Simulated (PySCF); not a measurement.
# CCl4 (carbon tetrachloride): levels of theory compared

Aim: a comparison of 6 runs (HF/STO-3G, HF/3-21G, HF/6-31G*, HF/6-31+G*, HF/6-311+G**, HF/6-311++G(2d,2p)) of CCl4 (carbon tetrachloride). 

Program for the calculation: PySCF 2.14.0.

## 1. The structure to begin with

CCl4 has 5 atoms, charge 0, and is taken as a singlet. As SMILES, `ClC(Cl)(Cl)Cl`. The shape is that of a GFN2-xTB optimisation.

Bond lengths: Cl1–C2 1.769 Å, C2–Cl3 1.769 Å, C2–Cl4 1.769 Å, C2–Cl5 1.769 Å. Angles: Cl1–C2–Cl3 109.4°, Cl1–C2–Cl4 109.5°, Cl1–C2–Cl5 109.5°, Cl3–C2–Cl4 109.5°, Cl3–C2–Cl5 109.5°, Cl4–C2–Cl5 109.5°.

## 2. The polarisability at HF/STO-3G (run 1)

Input file run.py:

```python
import numpy
from pyscf import gto
from pyscf.prop.polarizability import rhf

mol = gto.M(
    atom='''
Cl  -0.670280   0.147370   1.630230
C   -0.000110   0.000140  -0.000110
Cl   1.447100  -1.016220   0.047530
Cl  -1.202890  -0.736450  -1.067600
Cl   0.426170   1.605160  -0.610050
''',
    basis='sto-3g',
    charge=0,
    verbose=3,
    max_memory=1860,
)

hf = mol.RHF()
hf.conv_tol = 1e-10
hf.kernel()
if not hf.converged:
    hf = hf.newton().run(hf.mo_coeff, hf.mo_occ)

e_tot = hf.e_tot
print('E = %.10f Eh' % e_tot)
pol = rhf.Polarizability(hf)
alpha = pol.polarizability()
print('isotropic polarizability %.4f bohr^3' % (numpy.trace(alpha) / 3))
alpha_w = pol.polarizability_with_freq(freq=0.0774)
beta = pol.hyper_polarizability()
```

Launch:

```
OMP_NUM_THREADS=1 python run.py
```

The program printed:

```text
converged SCF energy = -1855.67193958756
E = -1855.6719395876 Eh
isotropic polarizability 21.7702 bohr^3
```

It took 1.8 s on 1 thread of Intel Xeon Platinum 8375C at 2.90GHz (Ice Lake), shared host; peak memory 0.12 GiB.

## 3. The response to a field at HF/3-21G (run 2)

Input file input.py:

```python
import numpy
from pyscf import gto
from pyscf.prop.polarizability import rhf

molecule = gto.M(
    atom='''
Cl    -1.266646     0.278489     3.080688
C     -0.000208     0.000265    -0.000208
Cl     2.734623    -1.920377     0.089819
Cl    -2.273133    -1.391689    -2.017472
Cl     0.805345     3.033313    -1.152827
''',
    spin=0,
    unit='bohr',
    max_memory=1860,
    charge=0,
    basis='3-21g',
    verbose=3,
)

mf = molecule.RHF()
mf.conv_tol = 1e-10
mf.kernel()
if not mf.converged:
    mf = mf.newton().run(mf.mo_coeff, mf.mo_occ)

energy = mf.e_tot
print('Final energy', energy)
pol = rhf.Polarizability(mf)
alpha = pol.polarizability()
print('isotropic polarizability %.4f bohr^3' % (numpy.trace(alpha) / 3))
alpha_w = pol.polarizability_with_freq(freq=0.0774)
beta = pol.hyper_polarizability()
```

Launch:

```
OMP_NUM_THREADS=1 python input.py
```

The program printed:

```text
converged SCF energy = -1866.7638230264
Final energy -1866.7638230263997
isotropic polarizability 41.5386 bohr^3
```

It took 6.3 s on 1 thread of Intel Xeon Platinum 8375C at 2.90GHz (Ice Lake), shared host; peak memory 0.13 GiB.

## 4. The response to a field at HF/6-31G(d) (spherical functions) (run 3)

Input file run.py:

```python
# carbon tetrachloride
import numpy
from pyscf import gto
from pyscf.prop.polarizability import rhf

system = gto.M(
    atom='''
Cl  -0.670280   0.147370   1.630230
C   -0.000110   0.000140  -0.000110
Cl   1.447100  -1.016220   0.047530
Cl  -1.202890  -0.736450  -1.067600
Cl   0.426170   1.605160  -0.610050
''',
    max_memory=1860,
    verbose=3,
    charge=0,
    basis='6-31g*',
)

mf = system.RHF()
mf.conv_tol = 1e-10
mf.kernel()
if not mf.converged:
    mf = mf.newton().run(mf.mo_coeff, mf.mo_occ)

e_final = mf.e_tot
print('Final energy', e_final)
pol = rhf.Polarizability(mf)
alpha = pol.polarizability()
print('isotropic polarizability %.4f bohr^3' % (numpy.trace(alpha) / 3))
alpha_w = pol.polarizability_with_freq(freq=0.0774)
beta = pol.hyper_polarizability()
```

Launch:

```
OMP_NUM_THREADS=1 python run.py
```

The program printed:

```text
converged SCF energy = -1875.73811270228
Final energy -1875.7381127022754
isotropic polarizability 46.8610 bohr^3
```

Wall time 26 s (1 thread of Intel Xeon Platinum 8375C at 2.90GHz (Ice Lake), shared host); peak memory 0.17 GiB.

Runs 4 to 5 aren't shown in full; the table further down has their settings and results.

## 5. The response to a field at HF/6-311++G(2d,2p) (run 6)

Input file run.py:

```python
# carbon tetrachloride
import numpy
from pyscf import gto
from pyscf.prop.polarizability import rhf

mol = gto.M(
    atom=[
    ('Cl', (-0.670280, 0.147370, 1.630230)),
    ('C', (-0.000110, 0.000140, -0.000110)),
    ('Cl', (1.447100, -1.016220, 0.047530)),
    ('Cl', (-1.202890, -0.736450, -1.067600)),
    ('Cl', (0.426170, 1.605160, -0.610050)),
],
    verbose=3,
    max_memory=1860,
    basis='6-311++g(2d,2p)',
)

mf = mol.RHF()
mf.conv_tol = 1e-10
mf.kernel()
if not mf.converged:
    mf = mf.newton().run(mf.mo_coeff, mf.mo_occ)

e_final = mf.e_tot
print('E = %.10f Eh' % e_final)
pol = rhf.Polarizability(mf)
alpha = pol.polarizability()
print('isotropic polarizability %.4f bohr^3' % (numpy.trace(alpha) / 3))
alpha_w = pol.polarizability_with_freq(freq=0.0774)
beta = pol.hyper_polarizability()
```

Launch:

```
OMP_NUM_THREADS=1 python run.py
```

The program printed:

```text
converged SCF energy = -1875.87026841625
E = -1875.8702684162 Eh
isotropic polarizability 61.0829 bohr^3
```

Run time: 12 min. Hardware: 1 thread of Intel Xeon Platinum 8375C at 2.90GHz (Ice Lake), shared host; peak memory 0.87 GiB.

## 6. All runs side by side

| run | level | energy (Eh) | dipole moment (D) | HOMO energy (eV) | LUMO energy (eV) | wall time |
| --- | --- | --- | --- | --- | --- | --- |
| 1 | HF/STO-3G | -1855.671940 | 0.00 | -11.85 | 5.82 | 1.8 s |
| 2 | HF/3-21G | -1866.763823 | 0.00 | -12.97 | 2.29 | 6.3 s |
| 3 | HF/6-31G* (spherical functions) | -1875.738113 | 0.00 | -12.63 | 2.52 | 26 s |
| 4 | HF/6-31+G* (spherical functions) | -1875.740959 | 0.00 | -12.65 | 1.69 | 55 s |
| 5 | HF/6-311+G** | -1875.861148 | 0.00 | -12.62 | 1.76 | 6.3 min |
| 6 | HF/6-311++G(2d,2p) | -1875.870268 | 0.00 | -12.53 | 1.70 | 12 min |

## 7. What came out

| quantity | value |
| --- | --- |
| run 6: total energy | -1875.87027 Eh |
| run 6: dipole moment | 0.00 D |
| run 6: HOMO energy | -12.53 eV |
| run 6: LUMO energy | 1.70 eV |
| run 6: HOMO–LUMO gap | 14.23 eV |
| run 6: mean static polarisability | 61.1 bohr³ |
| run 6: mean polarisability at ω = 0.0774 Eh | 62.4 bohr³ |

In words: The HOMO–LUMO gap runs from 14.23 eV (HF/6-311++G(2d,2p)) to 17.67 eV (HF/STO-3G). In run 1 the basis is minimal, so the values are rough. All runs together took 19 min, the longest 12 min.
